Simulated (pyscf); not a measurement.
PySCF, gas phase, ωB97X-D3(BJ)/def2-SVP geometries.

Question: What is the homolytic dissociation enthalpy (298 K, ωB97M-D3(BJ)/def2-TZVP) of the C–Si bond of H₃C–CH₂–O–SiH₂–CH₃ (SMILES CCO[SiH2]C), to H₃C–CH₂–O–SiH₂• + CH₃•?

Answer: C–Si to H₃C–CH₂–O–SiH₂• + CH₃•: 3.99 eV. The 7 functionals that were run give +3.60 (r²SCAN) to +4.02 eV (ωB97X-D3(BJ)). H₃C–CH₂–O–SiH₂–CH₃ lies 1.43 eV over its isomer H₃C–Si(CH₃)(CH₃)–OH, and others may lie lower still (electronic energy, ωB97M-D3(BJ)). H₃C–CH₂–O–SiH₂• lies 1.32 eV over its isomer H₃C–Si•(CH₃)–OH, and others may lie lower still (electronic energy, ωB97M-D3(BJ)).
